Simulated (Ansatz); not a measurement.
Two shapes of singlet C2H6.

Shape 1:

```xyz
8

C     0.0000    0.0000   -0.7596
C     0.0000    0.0000    0.7596
H     0.0000   -1.0240   -1.1651
H    -0.8868    0.5120   -1.1651
H     0.8868    0.5120   -1.1651
H     0.0000    1.0240    1.1651
H    -0.8868   -0.5120    1.1651
H     0.8868   -0.5120    1.1651
```

Shape 2:

```xyz
8

C     0.0000    0.0000   -0.6988
C     0.0000    0.0000    0.6988
H     0.0000   -0.9420   -1.0719
H    -0.8158    0.4710   -1.0719
H     0.8158    0.4710   -1.0719
H     0.0000    0.9420    1.0719
H    -0.8158   -0.4710    1.0719
H     0.8158   -0.4710    1.0719
```

Basis set: cc-pVTZ (spherical functions). Correlated methods keep 2 orbitals frozen. Charge 0, multiplicity 1.

Computed with Ansatz (development build ahead of 0.2.0); each method stands on the lowest determinant of its kind that the runs found.

Q: Which shape is lower in energy, and by how much in each method?

A:

```tsv
method	E(2) − E(1) (eV)
RHF	0.918
RHF-MP2	0.964
```

Shape 1 is lower. Caution: no unrestricted run beside it, a lower state can exist.
